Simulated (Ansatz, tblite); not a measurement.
# AlH2(OH) (AlH3O): spin states and exact exchange

Aim: set other spin states of AlH2(OH) (AlH3O) against its singlet, on many levels of theory.

The runs use Ansatz 0.2.0, Gaussian basis; as each input shows.

The runs, in order: triplet, at the geometry of the singlet (GFN1-xTB, GFN2-xTB, PBE0-D4/def2-TZVP, PBE-D4/def2-TZVP, r2SCAN-D4/def2-TZVP); the singlet's energies come from earlier runs.

**1. The relaxed structure**

The geometry is that of the singlet, from an earlier relaxation (r2SCAN-D4/def2-TZVP).

5 atoms, charge 0, spin multiplicity 1.

Bond lengths: Al1–H2 1.583 Å, Al1–H3 1.576 Å, Al1–O4 1.697 Å, O4–H5 0.958 Å. Angles: H2–Al1–H3 124.4°, H2–Al1–O4 119.8°, H3–Al1–O4 115.7°, Al1–O4–H5 123.2°.

**2. Triplet at the fixed geometry, GFN1-xTB**

Tight binding, by tblite at 300 K electronic temperature and without a spin-polarisation term:

```python
tblite.interface.Calculator('GFN1-xTB', numbers, positions, charge=0, uhf=2).singlepoint()
```

Energy -201.8016 eV; 0.002 s.

**3. Triplet at the fixed geometry, GFN2-xTB**

Tight binding, by tblite at 300 K electronic temperature and without a spin-polarisation term:

```python
tblite.interface.Calculator('GFN2-xTB', numbers, positions, charge=0, uhf=2).singlepoint()
```

Energy -177.9159 eV; 0.002 s.

**4. Triplet at the fixed geometry, PBE0-D4/def2-TZVP**

Input file in.yaml:

```yaml
crystal:
  periodic: [false, false, false]
  atoms:
    - {symbol: Al, position_ang: [0.191628, 0.463025, -0.106073]}
    - {symbol: H, position_ang: [1.749349, 0.186542, -0.171388]}
    - {symbol: H, position_ang: [-0.473225, 1.873431, -0.332347]}
    - {symbol: O, position_ang: [-0.878374, -0.811341, 0.227439]}
    - {symbol: H, position_ang: [-0.589378, -1.711657, 0.382369]}
basis:
  gaussian: {orbitals: def2-TZVP}
magnetization: {spin_polarized: true, initial_magnetization: 2}
hamiltonian: {xc: pbe0, dispersion: d4}
scf: {omitted_lower_state_checks: [starts]}
output: {orbitals: {seedname: orbitals}}
```

Started as:

```bash
ansatz run in.yaml --threads 4 --pin off --events-out ev --progress --plain --max-ram 3916MiB
```

Output:

```text
Functional definition: PBE0
  name "PBE0"
  cite "Adamo & Barone, J. Chem. Phys. 110, 6158 (1999) doi:10.1063/1.478522"
  cite "Perdew, Burke & Ernzerhof, Phys. Rev. Lett. 77, 3865 (1996) doi:10.1103/PhysRevLett.77.3865"
  parent pbe
  parameter a = 0.25
  parameter kappa = 0.804
  parameter beta = 0.06672455060314922
  exchange = (1 - a)*pbe_x(kappa = kappa, mu = beta*pi^2/3) + a*exact_x
  correlation = pbe_c(beta = beta)
these checks for a lower state are left out or cut short: starts
562 factors; their error is unknown
mean field evaluation 1: about -8678.4454 eV, gradient 4.1e1 eV
mean field evaluation 2: about -8642.2235 eV, gradient 9.4e1 eV
mean field evaluation 4: about -8684.0205 eV, gradient 3.0e0 eV
mean field evaluation 8: about -8684.0705 eV, gradient 2.0e-1 eV
mean field evaluation 16: about -8684.0885 eV, gradient 8.3e-4 eV
mean field -8684.08853042 eV, -319.1343672063 hartree, gradient 1.9e-5 eV, S^2 2.007695; 0 other end points of the search recorded, 0 dependent functions left out
reference -8684.08856491 eV, -319.1343684740 hartree; 13, 11 occupied and 73, 75 virtual orbitals, 562 factors
Total energy: -8684.12749885 eV, -319.1357992695 hartree
Checks for a lower state left out: starts
```

Wall time 0.7 s (4 threads of Arm Neoverse V2, shared host).

From the report: HOMO -3.46 eV, LUMO -6.98 eV (over both spins; with the spin held, an empty level of the minority spin lies below the top filled one); ⟨S²⟩ 2.008 (pure: 2.00).

**5. Triplet at the fixed geometry, PBE-D4/def2-TZVP**

start.molden holds the orbitals of an earlier run on this state, given as this run's starting guess.

Edit in.yaml of step 4 so:

```diff
@@ -9,5 +9,5 @@
 basis:
-  gaussian: {orbitals: def2-TZVP}
+  gaussian: {orbitals: def2-TZVP, initial_orbitals: start.molden}
 magnetization: {spin_polarized: true, initial_magnetization: 2}
-hamiltonian: {xc: pbe0, dispersion: d4}
+hamiltonian: {xc: pbe, dispersion: d4}
 scf: {omitted_lower_state_checks: [starts]}
```

The command is unchanged.

Output:

```text
Functional definition: PBE
  name "PBE"
  cite "Perdew, Burke & Ernzerhof, Phys. Rev. Lett. 77, 3865 (1996) doi:10.1103/PhysRevLett.77.3865"
  parent pbe
  parameter kappa = 0.804
  parameter beta = 0.06672455060314922
  exchange = pbe_x(kappa = kappa, mu = beta*pi^2/3)
  correlation = pbe_c(beta = beta)
these checks for a lower state are left out or cut short: starts
542 factors; their error is unknown
mean field evaluation 1: about -8683.7008 eV, gradient 5.6e0 eV
mean field evaluation 2: about -8683.7778 eV, gradient 2.1e-1 eV
mean field evaluation 4: about -8683.7745 eV, gradient 3.1e-3 eV
mean field evaluation 8: about -8683.7745 eV, gradient 3.8e-5 eV
mean field -8683.77447822 eV, -319.1228260007 hartree, gradient 1.2e-5 eV, S^2 2.002848; 0 other end points of the search recorded, 0 dependent functions left out
reference -8683.77452411 eV, -319.1228276873 hartree; 13, 11 occupied and 73, 75 virtual orbitals, 542 factors
Total energy: -8683.82151846 eV, -319.1245546977 hartree
Checks for a lower state left out: starts
```

It took 0.65 s on 4 threads of Arm Neoverse V2, shared host.

HOMO -2.67 eV, LUMO -7.64 eV (over both spins; with the spin held, an empty level of the minority spin lies below the top filled one); ⟨S²⟩ 2.003 (pure: 2.00).

**6. Triplet at the fixed geometry, r2SCAN-D4/def2-TZVP**

Edit in.yaml of step 5 so:

```diff
@@ -11,3 +11,3 @@
 magnetization: {spin_polarized: true, initial_magnetization: 2}
-hamiltonian: {xc: pbe, dispersion: d4}
+hamiltonian: {xc: r2scan, dispersion: d4}
 scf: {omitted_lower_state_checks: [starts]}
```

Launched as before.

Output:

```text
Functional definition: r2SCAN
  name "r2SCAN"
  cite "Furness, Kaplan, Ning, Perdew & Sun, J. Phys. Chem. Lett. 11, 8208 (2020) doi:10.1021/acs.jpclett.0c02405"
  cite "Furness, Kaplan, Ning, Perdew & Sun, J. Phys. Chem. Lett. 11, 9248 (2020) doi:10.1021/acs.jpclett.0c03077"
  parent r2scan
  parameter k0 = 0.174
  parameter k1 = 0.065
  parameter a1 = 4.9479
  exchange = r2scan_x(k0 = k0, k1 = k1, a1 = a1)
  correlation = r2scan_c
these checks for a lower state are left out or cut short: starts
542 factors; their error is unknown
mean field evaluation 1: about -8687.9298 eV, gradient 3.3e0 eV
mean field evaluation 2: about -8687.9594 eV, gradient 1.0e-1 eV
mean field evaluation 4: about -8687.9540 eV, gradient 1.2e-3 eV
mean field evaluation 8: about -8687.9540 eV, gradient 3.9e-5 eV
mean field -8687.95403762 eV, -319.2764219757 hartree, gradient 1.5e-5 eV, S^2 2.007660; 0 other end points of the search recorded, 0 dependent functions left out
reference -8687.95405496 eV, -319.2764226131 hartree; 13, 11 occupied and 73, 75 virtual orbitals, 542 factors
Total energy: -8687.96461185 eV, -319.2768105716 hartree
Checks for a lower state left out: starts
```

Run time: 1.4 s. Hardware: 4 threads of Arm Neoverse V2, shared host.

From the report: HOMO -2.88 eV, LUMO -7.61 eV (over both spins; with the spin held, an empty level of the minority spin lies below the top filled one); ⟨S²⟩ 2.008 (pure: 2.00).

**7. Triplet less singlet, vertical**

The singlet's energies are those of its earlier runs, whose logs aren't repeated here.

| level | triplet less singlet, vertical (kcal/mol) | time |
| --- | --- | --- |
| GFN1-xTB | +149.0 | 0.005 s |
| GFN2-xTB | +117.6 | 0.004 s |
| PBE-D4/def2-TZVP | +116.6 | 1.1 s |
| r2SCAN-D4/def2-TZVP | +119.9 | 2.2 s |
| PBE0-D4/def2-TZVP | +125.1 | 1.1 s |

Times add the two runs; a level without a time comes out of a correlated run. Tight binding without a spin term can't rank spin states.

**8. What came out**

| quantity | value |
| --- | --- |
| triplet less singlet, vertical, functionals in def2-TZVP | +116.6 (PBE-D4) to +125.1 kcal/mol (PBE0-D4) |

In words: All functionals put the triplet above the singlet, over a spread of 8.4 kcal/mol. The checks for a lower triplet were left out, so another state of that spin may lie lower. These are electronic energies, without zero-point motion, entropy or surroundings.
